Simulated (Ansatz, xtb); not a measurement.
# CS2: which of two structures lies lower

Structure X is a singlet given by its coordinates and structure Y is a triplet given by its coordinates. Both are isolated molecules in the gas phase, relaxed with PBE0-D3(BJ)/def2-SVP.

X (Å):

```yaml
atoms:
  - { symbol: C, position_ang: [0.0517, -0.8503, 1.1437] }
  - { symbol: S, position_ang: [-1.0890, 0.1595, 0.3231] }
  - { symbol: S, position_ang: [0.8720, -0.3723, -0.3030] }
```

Close contacts (Å): C1–S2 1.73, C1–S3 1.73, S2–S3 2.13.

Y (Å):

```xyz
3

C    -0.4333   -0.3381    0.0030
S     0.1493    0.1224    1.4519
S     0.1523    0.1188   -1.4459
```

Close contacts (Å): C1–S2 1.63, C1–S3 1.63.

Task: Estimate E(Y) − E(X) at the level CCSD(T)/def2-TZVPP.

Result: Calculated at CCSD(T)/def2-TZVPP: E(Y) − E(X) = −5.0 kcal/mol, so structure Y lies lower.

How the difference moves with the method:

```
               level              geometry  E(Y) − E(X) (kcal/mol)  departure from the last row (kcal/mol)  job, with rough time for the two
PBE0-D3(BJ)/def2-SVP  PBE0-D3(BJ)/def2-SVP                     −16.7                                   −11.8             optimisation, 2.1 min
       HF/def2-TZVPP  PBE0-D3(BJ)/def2-SVP                     −26.1                                   −21.1           part of the CCSD(T) run
      MP2/def2-TZVPP  PBE0-D3(BJ)/def2-SVP                      −2.3                                    +2.7           part of the CCSD(T) run
  CCSD(T)/def2-TZVPP  PBE0-D3(BJ)/def2-SVP                      −5.0                                                        single point, 22 s
```

None of the levels shown reverses the order. The largest departure from CCSD(T)/def2-TZVPP is that of HF/def2-TZVPP, 21.1 kcal/mol. At CCSD(T)/def2-TZVPP a singlet with the links of Y lies below this triplet. Levels run at GFN2-xTB geometries aren't shown.

With harmonic frequencies from PBE0-D3(BJ)/def2-SVP (ideal gas, rigid rotor, one conformer each, 298.15 K, 1 atm): the zero-point term adds +0.2 kcal/mol; ΔH is −4.7 and ΔG −5.4 kcal/mol.

The T1 diagnostic of structure X is large, so the coupled-cluster value is less sure. Open shells are spin-unrestricted. The correlated steps freeze 11 core orbitals. ΔG holds the spin degeneracy. Codes used: Ansatz 0.2.0; the last row on 1 thread of Arm Neoverse V2 on a shared host.
